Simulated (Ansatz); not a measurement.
Computed with Ansatz on PBE0-D4/def2-TZVP structures; ΔE is electronic, products minus reactants. CCSD(T)/CBS adds triple-zeta CCSD(T) − MP2 to the extrapolated MP2 energy (def2 sets, frozen cores). This one scheme is used for every species. Each species was taken in one conformer, which may not be the lowest.

Reaction (substitution at a C–C bond): `CCCC=O` + `C#CCO` → `C#CCOC=O` + `CCC`

`CCCC=O`:

Cartesian coordinates in Å:
```
C -0.834 0.918 0.969
C 0.520 0.661 0.329
C 0.675 -0.759 -0.184
C -0.112 -1.078 -1.419
O -0.751 -0.286 -2.056
H -0.906 1.943 1.338
H -1.002 0.248 1.817
H -1.642 0.766 0.251
H 1.315 0.862 1.053
H 0.670 1.354 -0.504
H 0.402 -1.499 0.580
H 1.721 -0.989 -0.431
H -0.057 -2.142 -1.742
```

`C#CCO`:

Cartesian coordinates in Å:
```
C -0.907 0.354 -1.599
C -0.392 -0.048 -0.592
C 0.229 -0.494 0.650
O 1.314 0.311 1.054
H -1.358 0.702 -2.498
H -0.542 -0.551 1.431
H 0.628 -1.503 0.519
H 1.028 1.228 1.036
```

`C#CCOC=O`:

```xyz
10

C     1.376    1.902    0.233
C     0.973    0.834   -0.133
C     0.501   -0.461   -0.585
O    -0.204   -1.167    0.447
C    -1.508   -0.893    0.549
O    -2.125   -0.141   -0.144
H     1.724    2.854    0.558
H    -0.149   -0.343   -1.454
H     1.342   -1.104   -0.846
H    -1.930   -1.482    1.375
```

`CCC`:

```xyz
11

C    -0.423    1.153   -0.377
C     0.450   -0.090   -0.409
C     0.090   -1.087    0.680
H    -0.331    1.674    0.581
H    -1.478    0.896   -0.510
H    -0.151    1.858   -1.166
H     0.364   -0.572   -1.389
H     1.501    0.199   -0.307
H     0.727   -1.973    0.642
H    -0.948   -1.418    0.582
H     0.199   -0.641    1.673
```

```json
{"level": "HF/def2-TZVPP", "ΔE (kJ/mol)": "-50.0"}
{"level": "MP2/def2-TZVPP", "ΔE (kJ/mol)": "-50.0"}
```

**Question.** What does CCSD(T)/CBS give? (Best estimate.)

**Answer.** Computed: -45.2 kJ/mol. The listed levels differ from it by -4.8, -4.8 kJ/mol.

Largest T1 diagnostic among the species: 0.015.

From PBE to PBE0 (25 % exact exchange), in def2-TZVPP and without D4, ΔE moves by +4.3 kJ/mol.
